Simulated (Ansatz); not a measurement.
A made-up structure of MgAlSiH5, singlet:

```xyz
8
angstrom
Mg -1.3123 1.0675 -1.6381
Al 0.7620 0.5436 -0.6193
Si 0.3245 -0.7916 1.1006
H -2.6231 1.3872 -2.2615
H 2.3347 1.0804 -1.0745
H -0.5613 -0.0717 2.2432
H 1.5452 -1.0693 1.5271
H -0.4696 -2.1460 0.7224
```

It is relaxed with PBE-D4/def2-SVP and then PBE0-D4/def2-TZVP (Ansatz 0.2.0). Atoms count as bonded within 1.22 times the sum of their covalent radii (H–H: 0.88 Å). The end point is not checked to be a true minimum.

(1) Does its bonding change? (Judge from chemistry; the calculation decides.)

Answers

(1) Computed: No: no bond forms or breaks.

Where it ends: The first stage lowers the energy by 1.99 eV in 11 steps. It ends as MgAlSiH₅ ([MgH][AlH][SiH3]):
Mg1  (-1.582, 1.334, -2.034)
Al2  (0.652, 0.558, -0.651)
Si3  (0.511, -0.931, 1.316)
H4  (-2.992, 1.808, -2.885)
H5  (2.134, 1.029, -1.038)
H6  (-0.300, -0.272, 2.386)
H7  (1.802, -1.343, 1.940)
H8  (-0.225, -2.184, 0.965)
(Å)

Labels in which every atom is bracketed show which atoms are joined, not bond orders.

For scale, one of the runs: PBE0-D4/def2-TZVP relaxation, 136 basis functions, launched by `ansatz run in.yaml --threads 2 --pin off --events-out ev --progress --plain --max-ram 4352MiB`. Hardware: 2 CPU threads of an Arm Neoverse V2, shared host. Wall time about 12 s.
